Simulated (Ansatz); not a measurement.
`SC1COC1`, relaxed with RKS PBE0-D4/def2-TZVP in Ansatz 0.2.0 from a PBE-D4/def2-SVP geometry. The force threshold is 0.005 eV/Å; the program also tests the step.

Charge 0, multiplicity 1.

Start:

```xyz
11

S    -1.417    0.274    1.503
C    -0.520    0.083   -0.073
C     0.655    1.065   -0.269
O     1.542   -0.007   -0.635
C     0.578   -0.995   -0.220
H    -2.374   -0.665    1.256
H    -1.234    0.097   -0.919
H     0.967    1.580    0.673
H     0.541    1.828   -1.070
H     0.413   -1.780   -0.992
H     0.846   -1.480    0.747
```

```
step  energy (eV)  largest force (eV/Å)  largest move (Å)
   1  -16082.6791                 0.636             0.000
   2  -16082.7260                 0.283             0.018
   3  -16082.7318                 0.050             0.012
   4  -16082.7320                 0.028             0.007
   5  -16082.7320                 0.005             0.012
   6  -16082.7320                 0.004             0.003
```

End:

```xyz
11

S    -1.399    0.259    1.487
C    -0.516    0.075   -0.069
C     0.642    1.059   -0.263
O     1.528   -0.003   -0.632
C     0.575   -0.991   -0.217
H    -2.374   -0.627    1.234
H    -1.220    0.088   -0.899
H     0.963    1.555    0.662
H     0.527    1.804   -1.054
H     0.416   -1.757   -0.981
H     0.859   -1.462    0.731
```

Run time 17 s (4 threads of a server CPU on a shared host); peak host memory 0.48 GiB.
